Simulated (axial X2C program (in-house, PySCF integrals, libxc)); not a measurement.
**A two-component session on B₂⁻: properties at the nuclei**

Wanted for B₂⁻: properties at the nuclei, at the two-component level.

The runs use an in-house X2C program for linear molecules on PySCF integrals; two-component X2C with atomic mean-field terms, B dyall-av3z.

All values are calculated.

## Step 1: The job

Input file task.json:

```json
{
 "zs": [
  5,
  5
 ],
 "q": -1,
 "bas": [
  "dyall-av3z",
  "dyall-av3z"
 ],
 "r0": 1.7,
 "levels": [
  "PBE0",
  "HF",
  "r2SCAN",
  "PBE",
  "LDA"
 ],
 "nst": 3
}
```

Keys: zs atomic numbers; q charge; bas basis sets; r0 starting distance in Å; levels methods (HF also brings MP2); nst determinants followed.

On the command line:

```
> python soeom.py task.json out
```

Nuclei are Gaussian, cores are contracted, and the Gaunt term is on.

## Step 2: Expectation values, lowest determinant

R = 1.623 Å. State: Ω = 3/2 (excess of +ω over −ω: ω = 3/2).

Output of the PBE0 run:

```text
two-component X2C + atomic mean field  PBE0
basis functions 116  fitting functions 630  grid points 4351
iter        total energy     max residual
   1        -49.440716316     2.48e-05
   2        -49.440716315     2.04e-05
   3        -49.440716321     1.11e-05
   4        -49.440716322     7.87e-07
converged
one-electron -83.68811080  Coulomb 34.11363710  exact exchange -1.93896541  xc functional -6.07696542  nuclear repulsion 8.15122013  atomic mean-field constant -0.00153193
```

The highest occupied spinor is 66% B p, 28% B s, 5% B d.

```tsv
level	A∥/gI B (MHz)	qzz B (a.u.)
PBE0	-1.25	-0.28
HF	1.53	-0.29
r2SCAN	6.67	-0.29
PBE	2.42	-0.28
LDA	6.84	-0.28
```

A∥ is the parallel hyperfine constant, which follows by multiplying with the nuclear g factor gI = μI/(I μN); qzz is the electric field gradient, eQq0 = 234.96 MHz × Q/barn × qzz. The operators were transformed with the bare-nucleus X2C matrices.

## Step 3: Expectation values, a higher determinant

R = 1.623 Å. State: Ω = 1/2 (excess of +ω over −ω: 2 × ω = -1/2, ω = 3/2), 0.26 eV above the lowest in the PBE0 search for states (made at or near this distance, with looser thresholds).

Output of the PBE0 run:

```text
two-component X2C + atomic mean field  PBE0
basis functions 116  fitting functions 630  grid points 4351
iter        total energy     max residual
   1        -49.431322141     2.36e-05
   2        -49.431322143     1.79e-05
   3        -49.431322146     2.67e-06
   4        -49.431322146     1.44e-06
converged
one-electron -83.65798137  Coulomb 34.08695686  exact exchange -1.93660378  xc functional -6.07338207  nuclear repulsion 8.15122013  atomic mean-field constant -0.00153193
```

The highest occupied spinor is 64% B p, 29% B s, 6% B d.

```tsv
level	A∥/gI B (MHz)	qzz B (a.u.)
PBE0	-42.9	-0.27
HF	-33.8	-0.28
r2SCAN	-17.9	-0.28
PBE	-49.6	-0.27
LDA	-60.5	-0.28
```

## Step 4: Expectation values, a higher determinant

R = 1.623 Å. State: Ω = 1/2 (excess of +ω over −ω: ω = 1/2), 1.05 eV above the lowest in the PBE0 search for states (made at or near this distance, with looser thresholds).

Output of the PBE0 run:

```text
two-component X2C + atomic mean field  PBE0
basis functions 116  fitting functions 630  grid points 4351
iter        total energy     max residual
   1        -49.401956924     1.03e-05
   2        -49.401956924     1.15e-05
   3        -49.401956925     2.63e-06
converged
one-electron -83.59714029  Coulomb 33.98584412  exact exchange -1.91012100  xc functional -6.03022795  nuclear repulsion 8.15122013  atomic mean-field constant -0.00153193
```

The highest occupied spinor is 93% B p, 4% B d.

```tsv
level	A∥/gI B (MHz)	qzz B (a.u.)
PBE0	73.3	0.17
HF	60.1	0.20
r2SCAN	62.4	0.16
PBE	74.7	0.15
LDA	77	0.15
```

## Step 5: What came out

| quantity | value |
| --- | --- |
| lowest determinant | Ω = 3/2 (excess of +ω over −ω: ω = 3/2) |
| A∥/gI B (MHz), PBE0 | -1.25 |
| qzz B (a.u.), PBE0 | -0.28 |
| higher determinant | Ω = 1/2 (excess of +ω over −ω: 2 × ω = -1/2, ω = 3/2) |
| A∥/gI B (MHz), PBE0, higher determinant | -42.9 |
| qzz B (a.u.), PBE0, higher determinant | -0.27 |
| higher determinant | Ω = 1/2 (excess of +ω over −ω: ω = 1/2) |
| A∥/gI B (MHz), PBE0, higher determinant | 73.3 |
| qzz B (a.u.), PBE0, higher determinant | 0.17 |

In words: The expectation values come from single determinants, which for open shells can mix terms of unlike spin or miss the lowest Ω, so a determinant need not be a state. A∥ is the parallel hyperfine constant, which follows by multiplying with the nuclear g factor gI = μI/(I μN); qzz is the electric field gradient, eQq0 = 234.96 MHz × Q/barn × qzz. The operators were transformed with the bare-nucleus X2C matrices.
